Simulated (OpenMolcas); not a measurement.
# SiH2 (SMILES [H][Si][H]): levels of theory compared

Aim: a comparison of 6 runs (B2PLYP/6-31G*, B3LYP/6-31G*, PBE/6-31G*, MP2/6-31G*, CISD/6-31G*, CCSD(T)/6-31G*) of SiH2. 

The calculation is run with OpenMolcas 26.06.

### 1 The molecule

SiH2: 3 atoms, total charge 0, spin state singlet. As SMILES, `[H][Si][H]`. The shape is that of a GFN2-xTB optimisation.

Bond lengths: Si1–H2 1.486 Å, Si1–H3 1.485 Å. Angles: H2–Si1–H3 97.1°.

### 2 The energy at B2PLYP/6-31G(d) (spherical functions) (run 1)

File mol.input:

```
* H2Si Kohn-Sham DFT
&GATEWAY
BasLib=$CurrDir
Coord
3
angstrom
Si       0.005220      -0.008160      -0.655700
H        1.110230      -0.020010       0.337410
H       -1.115450       0.028170       0.318290
Basis=6-31Gs
Group=NoSym
&SEWARD
GridInput
Grid=UltraFine
End of Grid
&SCF
KSDFT=B2PLYP_SCF
Thresholds=1e-10 1e-07 1e-07 1e-05
PrOrbitals=1 1
&MBPT2
Frozen=5
```

The basis set 6-31G* is read from a file made from the Basis Set Exchange's data (not shown).

The run is started by

```bash
export MOLCAS_MEM=1860
pymolcas mol.input > mol.log
```

The log of the run:

```text
--- Start Module: gateway ---
[...]
--- Stop Module: gateway /rc=_RC_ALL_IS_WELL_ ---
[...]
      Basis functions           22
[...]
--- Start Module: scf ---
[...]
       Convergence after   9 Iterations
[...]
::    Total KS-DFT energy                            -290.4252577938
[...]
      Total spin, S                                     0.0000000000
[...]
      Total electronic charge=   16.000000
      Total            charge=   -0.000000
[...]
      Dipole Moment (debye):
      Origin of the operator (angstrom)=    0.0047   -0.0073   -0.5896
                   X= -7.1841E-03               Y=  9.3311E-03               Z=  7.4765E-01           Total=  7.4774E-01
      Quadrupole Moment (debye*angstrom):
[...]
--- Stop Module: scf /rc=_RC_ALL_IS_WELL_ ---
[...]
--- Start Module: mbpt2 ---
[...]
 ###    WARNING: MP2 implementation intended for RHF references only         ###
 ###############################################################################
MBPT2 WARNING: Reference function according to RunFile:KS-DFT
I'll assume you know what you're doing and continue
WARNING!
Default frozen orbitals as non valence orbitals is overwritten by user input.
Default values:   2
[...]
       Reference weight ( Cref**2 )         =        0.94155
::    Total MBPT2 energy                             -290.5106644813
[...]
      Total MBPT2 calculations                           0.04      0.03
--- Stop Module: mbpt2 /rc=_RC_ALL_IS_WELL_ ---
[...]
```

It took 4.2 s on 1 thread of Arm Neoverse V2, shared host; peak memory 0.36 GiB.

### 3 A single-point energy at B3LYP/6-31G(d) (spherical functions) (run 2)

File mol.inp:

```
&GATEWAY
  BasLib=$CurrDir
  Coord
  3
  angstrom
  Si       0.005220      -0.008160      -0.655700
  H        1.110230      -0.020010       0.337410
  H       -1.115450       0.028170       0.318290
  Basis=6-31Gs
  Group=NoSym

&SEWARD
  GridInput
  Grid=UltraFine
  End of Grid

&SCF
  KSDFT=B3LYP
  Thresholds=1e-10 1e-07 1e-07 1e-05
  PrOrbitals=1 1
```

The basis set 6-31G* is read from a file made from the Basis Set Exchange's data (not shown).

The run is started by

```bash
export MOLCAS_MEM=1860
pymolcas mol.inp > mol.log
```

The log of the run:

```text
--- Start Module: gateway ---
[...]
--- Stop Module: gateway /rc=_RC_ALL_IS_WELL_ ---
--- Start Module: seward ---
[...]
      Basis functions           22
--- Stop Module: seward /rc=_RC_ALL_IS_WELL_ ---
--- Start Module: scf ---
[...]
       Convergence after   9 Iterations
[...]
::    Total KS-DFT energy                            -290.6093954075
[...]
      Total spin, S                                     0.0000000000
[...]
      Total electronic charge=   16.000000
      Total            charge=   -0.000000
[...]
      Dipole Moment (debye):
      Origin of the operator (angstrom)=    0.0047   -0.0073   -0.5896
                   X= -7.2449E-03               Y=  9.5025E-03               Z=  7.6151E-01           Total=  7.6161E-01
      Quadrupole Moment (debye*angstrom):
[...]
--- Stop Module: scf /rc=_RC_ALL_IS_WELL_ ---
[...]
```

It took 3.6 s on 1 thread of Arm Neoverse V2, shared host; peak memory 0.37 GiB.

Runs 3 to 5 aren't shown in full; the table further down has their settings and results.

### 4 A single-point energy at CCSD(T)/6-31G(d) (spherical functions) (run 6)

File mol.inp:

```
* H2Si CCSD(T)

&GATEWAY
 BasLib
 $CurrDir
 Coord
 3
 angstrom
 Si       0.005220      -0.008160      -0.655700
 H        1.110230      -0.020010       0.337410
 H       -1.115450       0.028170       0.318290
 Basis
 6-31Gs
 Group
 NoSym

&SEWARD

&SCF
 Thresholds
 1e-10 1e-07 1e-07 1e-05
 PrOrbitals
 1 1

&RASSCF
 FileOrb
 $Project.ScfOrb
 Spin
 1
 Nactel
 0 0 0
 Inactive
 8
 Ras2
 0
 OutOrbitals
 Canonical
 OrbListing
 Nothing

&MOTRA
 JobIph
 Frozen
 5

&CCSDT
 CCT
 Triples
 2
 Iterations
 80
 Accuracy
 1e-08
 Extrapolation
 5 4
```

The basis set 6-31G* is read from a file made from the Basis Set Exchange's data (not shown).

The run is started by

```bash
export MOLCAS_MEM=1860
pymolcas mol.inp > mol.log
```

The log of the run:

```text
--- Start Module: gateway ---
[...]
--- Stop Module: gateway /rc=_RC_ALL_IS_WELL_ ---
[...]
      Basis functions           22
[...]
       Convergence after   9 Iterations
[...]
::    Total SCF energy                               -289.9981694111
[...]
      Total spin, S                                     0.0000000000
[...]
      Number of active orbitals                  0
[...]
      Spin quantum number                      0.0
[...]
      Active orbitals                            0
[...]
      Number of CSFs                             1
[...]
      Number of root(s) required                 1
[...]
      Convergence after  4 iterations
[...]
      Natural orbitals and occupation numbers for root  1
      ************************************************************************************************************************
      *                                                    Final results                                                     *
      ************************************************************************************************************************
[...]
::    RASSCF root number  1 Total energy:   -289.99816941
[...]
      Total electronic charge=   16.000000
      Total            charge=   -0.000000
[...]
      Dipole Moment (debye):
      Origin of the operator (angstrom)=    0.0047   -0.0073   -0.5896
                   X= -7.2528E-03               Y=  9.3096E-03               Z=  7.4577E-01           Total=  7.4587E-01
      Quadrupole Moment (debye*angstrom):
[...]
--- Start Module: motra ---
[...]
      *** WARNING: Default frozen orbitals is overwritten by user input.
      *** Default values:   2
[...]
--- Stop Module: motra /rc=_RC_ALL_IS_WELL_ ---
--- Start Module: ccsdt ---
[...]
      Convergence after                    14  Iterations
      Total energy (diff) :    -290.08883152      -0.00000001
[...]
 METHOD                       : CCSD+T(CCSD)+<T3(1)WT1> = CCSD(T)
[...]
       CCSD     =      -290.0888315249828
[...]
--- Stop Module: ccsdt /rc=_RC_ALL_IS_WELL_ ---
[...]
```

It took 3.3 s on 1 thread of Arm Neoverse V2, shared host; peak memory 0.37 GiB.

### 5 All runs side by side

```
run                                 level  frozen core orbitals  integration grid  energy (Eh)  dipole moment (D) of the reference  HOMO energy (eV)  LUMO energy (eV)  wall time
  1   B2PLYP/6-31G* (spherical functions)                     5         UltraFine  -290.448318                                0.75             -7.42             -1.75      4.2 s
  2    B3LYP/6-31G* (spherical functions)                     –         UltraFine  -290.609395                                0.76             -6.35             -3.21      3.6 s
  3      PBE/6-31G* (spherical functions)                     –         UltraFine  -290.425583                                0.87             -5.48             -3.95      4.2 s
  4      MP2/6-31G* (spherical functions)                     5                 –  -290.064567                                0.75             -8.93              0.25      1.9 s
  5     CISD/6-31G* (spherical functions)                     5                 –  -290.085562                                0.75             -8.93              0.25      2.2 s
  6  CCSD(T)/6-31G* (spherical functions)                     5                 –  -290.090556                                0.75             -8.93              0.25      3.3 s
```

### 6 Summary of results

| quantity | value |
| --- | --- |
| run 6: total energy | -290.09056 Eh |
| run 6: dipole moment (mean-field density) | 0.75 D |
| run 6: HOMO energy (Hartree–Fock orbitals) | -8.93 eV |
| run 6: LUMO energy (Hartree–Fock orbitals) | 0.25 eV |
| run 6: HOMO–LUMO gap (Hartree–Fock orbitals) | 9.19 eV |
| run 6: correlation energy (5 core orbitals frozen) | -92.4 mEh |
| run 6: (T) correction | -1.72 mEh |

What this shows: Over runs 1, 2, 3 the dipole moment (its size) runs from 0.75 D (B2PLYP/6-31G*) to 0.87 D (PBE/6-31G*). A double hybrid's value is that of its SCF part. Over runs 1, 2, 3 the HOMO–LUMO gap runs from 1.54 eV (PBE/6-31G*) to 5.67 eV (B2PLYP/6-31G*). For B2PLYP the log adds the whole second-order term; the table takes 0.27 of it, as the functional is defined. Totals of different functionals can't be ranked against each other. All runs together took 19 s, the longest 4.2 s.
